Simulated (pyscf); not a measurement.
A first-order saddle from PySCF, ωB97X-D3(BJ)/def2-SVP:

```xyz
21

C     -0.6558     1.7377     2.2607
C     -1.4670     0.4937     2.2939
O     -0.8427    -0.7235     0.7519
Si    -1.0557    -0.2548    -0.8408
O      0.1052     0.8619    -1.2065
O     -2.5025     0.5298    -0.9145
O     -1.1338    -1.5520    -1.8539
H      0.0964     1.7795     3.0582
H     -1.3576     2.5874     2.3489
H     -0.1559     1.8486     1.2852
H     -2.3265     0.4822     1.6200
H     -1.6667     0.0155     3.2537
H      1.0123     0.5923    -1.0193
H     -3.1727     0.1096    -1.4625
H     -0.4502    -2.2194    -1.7283
O      1.0658    -2.5655     2.2146
Si     0.7358    -1.1184     1.4228
H      1.4901    -3.2022     1.6290
H      0.0085    -0.5470     2.7320
H      1.6914     0.0507     1.4745
H      1.1830    -1.5947     0.0019
```

Surface: singlet, charge 0. Lowest wavenumbers (cm⁻¹): 917i, 48, 73, 105, 117.

Problem. Name the species on either side of this saddle.

Solution. H₃C–CH₂–O–Si(OH)(OH)–OH (SMILES CCO[Si](O)(O)O) + HO–SiH₃ (SMILES O[SiH3]) ⇌ H₃C–CH₃ (SMILES CC) + HO–SiH₂–O–Si(OH)(OH)–OH (SMILES O[SiH2]O[Si](O)(O)O), a four-centre exchange read from left to right: C–O, H–Si broken and C–H, O–Si formed. At ωB97M-D3(BJ)/def2-TZVP it lies +241.2 kJ/mol from the left side and +457.0 kJ/mol from the right (each side as separated species at their lowest minima found). On the reactant side the descent ends in a complex (not fully relaxed), 20.6 kJ/mol under the separated species and 265.1 kJ/mol under the saddle at ωB97X-D3(BJ)/def2-TZVP. From the product side, CH₃• + CH₃• + HO–SiH₂–O–Si(OH)(OH)–OH lies, by one bond made or cut, 46.6 kJ/mol under this saddle at ωB97M-D3(BJ)/def2-TZVP. One saddle was located; it need not be the lowest between these sides.
